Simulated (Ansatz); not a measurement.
Input for Ansatz (a program for electronic structure): U-CCSDT(Q)/cc-pVDZ on NH2 (SMILES [NH2]), 2S+1 = 2.

Ansatz 0.2 input:
```yaml
crystal:
  periodic: [false, false, false]
  atoms:
    - {symbol: N, position_ang: [0.00000000, 0.00000000, -0.08007491]}
    - {symbol: H, position_ang: [0.00000000, -0.80231373, 0.55629442]}
    - {symbol: H, position_ang: [0.00000000, 0.80231373, 0.55629442]}
basis:
  gaussian:
    orbitals: cc-pVDZ
magnetization: {spin_polarized: true, initial_magnetization: 1}
correlation: {method: ccsdt_q, electrons: outside_noble_gas}
scf: {omitted_lower_state_checks: [cluster_reference]}
```

Program output:

```
WARN ansatz: RAYON_NUM_THREADS=2 ignored (pool sized by the plan → 2); use --threads N
Functional definition: HF
these checks for a lower state are left out or cut short: cluster_reference
integrals: 0.00 GiB planned
421 factors; integrals over basis functions are off by at most 1.3e-7 eV
mean field: 0.05 GiB planned
mean field evaluation 1: about -1511.4387 eV, gradient 1.1e1 eV
mean field evaluation 2: about -1511.4383 eV, gradient 1.1e1 eV
mean field evaluation 4: about -1512.0492 eV, gradient 1.1e0 eV
mean field evaluation 8: about -1512.0576 eV, gradient 5.3e-3 eV
mean field -1512.05764704 eV, -55.5670936192 hartree, gradient 1.5e-6 eV, S^2 0.757827; 0 other end points of the search recorded, 0 dependent functions left out
1 core orbitals not correlated
reference -1512.05764704 eV, -55.5670936192 hartree; 4, 3 occupied and 19, 20 virtual orbitals, 421 factors
second order -3.90354103 eV of doubles, -0.00000000 eV of singles
coupled cluster: 0.09 GiB planned
cycle   1  -4.29255474 eV  change   -3.9e-1 eV  update   3.9e-2
cycle   2  -4.49871062 eV  change   -2.1e-1 eV  update   1.6e-2
cycle   3  -4.51050698 eV  change   -1.2e-2 eV  update   5.4e-3
cycle   4  -4.51022879 eV  change    2.8e-4 eV  update   2.6e-3
cycle   5  -4.51115810 eV  change   -9.3e-4 eV  update   1.2e-3
cycle   6  -4.51143471 eV  change   -2.8e-4 eV  update   5.1e-4
cycle   7  -4.51164322 eV  change   -2.1e-4 eV  update   2.1e-4
cycle   8  -4.51165851 eV  change   -1.5e-5 eV  update   9.7e-5
cycle   9  -4.51161716 eV  change    4.1e-5 eV  update   5.0e-5
cycle  10  -4.51162666 eV  change   -9.5e-6 eV  update   2.2e-5
cycle  11  -4.51163671 eV  change   -1.0e-5 eV  update   9.3e-6
cycle  12  -4.51163051 eV  change    6.2e-6 eV  update   2.6e-6
cycle  13  -4.51162692 eV  change    3.6e-6 eV  update   9.1e-7
cycle  14  -4.51162619 eV  change    7.3e-7 eV  update   3.1e-7
perturbative correction -0.00591245 eV, -0.0002172785 hartree
Total energy: -1516.57518568 eV, -55.7331101022 hartree
Checks for a lower state left out: cluster_reference
```

The calculation finished and met its thresholds.

Cost: very roughly 4 core-seconds.
